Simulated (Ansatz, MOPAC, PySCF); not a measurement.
Pair of molecules: H2O (SMILES O) (first 3 atoms) with CH4O (SMILES CO); geometry from S66by8 set.
(charge 0, multiplicity 1):
```xyz
9

O     -2.136     0.081     0.116
H     -2.553     0.879     0.441
H     -1.207     0.191     0.357
O      0.945     0.175     0.520
H      1.313    -0.397     1.198
C      1.410    -0.296    -0.742
H      0.979     0.355    -1.495
H      2.496    -0.246    -0.816
H      1.082    -1.316    -0.941
```

Counterpoise-corrected where a basis set is named; no monomer relaxation.

The state reached by PM7 isn't checked; PM7 holds dispersion and hydrogen-bond terms.

The values were computed with Ansatz (Gaussian basis) for Hartree–Fock, density functionals and correlated methods; MOPAC for PM7 (differences of heats of formation); PySCF for the dispersion terms. 

Question: Give the interaction energy at the level PM7.

Answer: -4.8 kcal/mol

Ansatz is a quantum-chemistry and plane-wave program.
